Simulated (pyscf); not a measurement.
## Routes from F–SnH(Cl)–Cl

Candidate steps break at most two bonds and form at most two. Each was searched with GFN2-xTB (tblite) first. Optimised with ωB97X-D3(BJ)/def2-SVP in PySCF. Correlated levels are frozen-core, on RHF or UHF. ΔMP2 is the change of the MP2 total energy from the triple- to the quadruple-zeta basis. Energies: CCSD(T)/def2-TZVPP + ΔMP2(QZVPP), kcal/mol, from the reactant's lowest minimum found, singlet surface; ΔG‡ with ideal gas, 1 atm, RRHO with modes under 100 cm⁻¹ raised to 100, one conformer, R ln 2 for chiral ones without a mode under 150 cm⁻¹.

```
products                             type   ΔE‡    ΔE  ΔG‡ 298 K  ΔG‡ 900 K  ν‡ (cm⁻¹)
------------------------  ---------------  ----  ----  ---------  ---------  ---------
HCl + F–Sn:–Cl [singlet]  1,1-elimination  45.4  +8.8       43.5       43.3      1259i
Cl–Sn:–Cl [singlet] + HF  1,1-elimination  45.7  +2.0       44.0       43.9      1348i
```

Row 1: On the product side the descent ends in a complex (not fully relaxed), 6.0 kcal/mol under the separated species and 41.8 kcal/mol under the saddle at ωB97X-D3(BJ)/def2-TZVP. Row 2: On the product side the descent ends in a complex (not fully relaxed), 5.0 kcal/mol under the separated species and 47.5 kcal/mol under the saddle at ωB97X-D3(BJ)/def2-TZVP. 

Plain bond fissions and candidates not yet searched are not listed, and one of them may be faster. Each barrier is that of the saddle found; lower ones may exist. The CCSD(T) − MP2 part came from Ansatz, without density fitting, on the same reference. The frozen core leaves the outer d or s,p core shells of the metals and heavy elements correlated in the MP2 and CC values, and def2-TZVPP describes them poorly, which can shift differences by a few kcal/mol. Elements past Kr carry the def2 core potentials, without spin-orbit coupling.
